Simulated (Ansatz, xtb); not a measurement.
**A geometry optimisation of AlBH5Si with r2SCAN-D4/def2-SVP**

The starting geometry of this gas-phase doublet has its atoms placed at random.

```yaml
atoms:
  - { symbol: Al, position_ang: [-0.1190, 0.7489, -0.2021] }
  - { symbol: B, position_ang: [-1.8021, -0.6461, 0.4840] }
  - { symbol: Si, position_ang: [0.7275, -1.1375, 1.9374] }
  - { symbol: H, position_ang: [0.9224, 0.4471, 1.5857] }
  - { symbol: H, position_ang: [0.7829, 1.9366, 0.2244] }
  - { symbol: H, position_ang: [-0.2544, -2.1277, 0.5892] }
  - { symbol: H, position_ang: [0.3437, 1.7877, -1.3498] }
  - { symbol: H, position_ang: [0.6375, -0.8414, -0.9421] }
```

One run relaxed it with r2SCAN-D4/def2-SVP. What is a likely outcome?

It loosens into AlBH3Si + H2, which stay close as a complex. Contacts that open: Al1–H5 (1.55 → 2.36 Å), Si3–H4 (1.63 → 3.29 Å). Contacts that close: Al1–H8 (1.91 → 1.59 Å), B2–Si3 (2.96 → 1.83 Å), B2–H6 (2.15 → 1.29 Å), H4–H5 (2.02 → 0.77 Å).

The energy falls by 6.14 eV over 28 steps:

```tsv
step	E − E(last) (eV)
1	6.143
4	3.204
7	1.752
10	0.895
13	0.224
16	0.067
19	0.024
22	0.005
25	0.001
28	0.000
```

Final geometry (Å):

```xyz
8

Al   -0.0283    0.2714   -0.4776
B    -1.0941   -1.4547    0.2797
Si   -1.2323   -0.4642    1.8163
H     1.5374    1.1490    1.0683
H     1.9782    1.0908    0.4449
H    -0.4130   -1.9952    1.2321
H    -0.6491    1.7328   -0.5665
H     1.1397   -0.1623   -1.4706
```

From the same start GFN2-xTB ends elsewhere, differing in Al1–H5 (1.59 against 2.36 Å here), Al1–H8 (2.87 against 1.59 Å here), B2–H8 (1.19 against 3.12 Å here), Si3–H4 (1.50 against 3.29 Å here), Si3–H6 (2.65 against 1.83 Å here), H4–H5 (3.20 against 0.77 Å here).

From so rough a start the end depends on the optimiser's path, so another program may land elsewhere. No frequencies were run, so the end isn't proven a minimum. Open shells are spin-unrestricted. Run with Ansatz 0.2.0, 2.3 min on 1 thread of Intel(R) Xeon(R) 6975P-C (Granite Rapids), with other jobs on the host.
